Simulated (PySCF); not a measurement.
**ClH2NaO, a complex of two parts: interaction energy**

An exercise on one series of results from a longer session: the logs are not shown, and one member is left open.

Programs: PySCF 2.14.0. All values are calculated, for the isolated system unless a continuum is named. Atoms count from 0, parts from 1.

## Starting point

5 atoms, charge 0, multiplicity 1; geometry: GFN2-xTB. Parts: 1 = atoms 0–1, `[Na][Cl]`, charge 0; 2 = atoms 2–4, `O`, charge 0.

The first run:

The job: settings as JSON, then the geometry in Å.

```
{"job": {"xc": "PBE0", "basis": "def2-TZVPD", "d3": "d3bj", "grid": 3, "kind": "geom", "shake": 0.01}, "charge": 0, "multiplicity": 1, "parts": [{"atoms": "0-1", "charge": 0, "multiplicity": 1}, {"atoms": "2-4", "charge": 0, "multiplicity": 1}]}
Na    -0.325859    -0.383603     1.144251
Cl     0.823041    -0.174574    -0.845053
O     -0.120436    -2.448158     0.797124
H      0.378994    -2.019384     0.036672
H      0.008860    -3.396919     0.642004
```

Command:

```
$ OMP_NUM_THREADS=1 python cluster_run.py task.json out
```

The driver reads the jobs from task.json and runs them one after another.

Steps of the session up to this table: Relaxing the molecule at PBE0-D3(BJ)/def2-TZVPD; Coupled-cluster interaction energy: CCSD(T) and MP2, 2.23 Å; Coupled-cluster interaction energy: CCSD(T) and MP2, 2.34 Å; Coupled-cluster interaction energy: CCSD(T) and MP2, 2.45 Å; Coupled-cluster interaction energy: CCSD(T) and MP2, 2.12 Å; Coupled-cluster interaction energy: CCSD(T) and MP2, 2.79 Å; Coupled-cluster interaction energy: CCSD(T) and MP2, 2.01 Å; Coupled-cluster interaction energy: CCSD(T) and MP2, 3.35 Å; Coupled-cluster interaction energy: CCSD(T) and MP2, 4.46 Å.

One of the session's tables, all rows but one given; the rest of the session is left out.

It belongs to the step «Coupled-cluster interaction energy: CCSD(T) and MP2, 4.46 Å». 

| method | interaction energy (kcal/mol) |
| --- | --- |
| HF/aug-cc-pVDZ | -3.58 |
| MP2/aug-cc-pVDZ | -3.55 |
| CCSD/aug-cc-pVDZ | -3.51 |
| CCSD(T)/aug-cc-pVDZ | -3.50 |
| HF/aug-cc-pVQZ | -3.53 |
| MP2/aug-cc-pVQZ | -3.55 |
| SCS-MP2/aug-cc-pVQZ | -3.50 |
| MP2, extrapolated | ? |
| CCSD(T), limit estimate | -3.52 |

**Question.** Estimate the row for MP2, extrapolated.

The run gave: interaction energy (kcal/mol): -3.57. In the column «interaction energy (kcal/mol)» it lies between HF/aug-cc-pVDZ (-3.58) and MP2/aug-cc-pVDZ (-3.55).
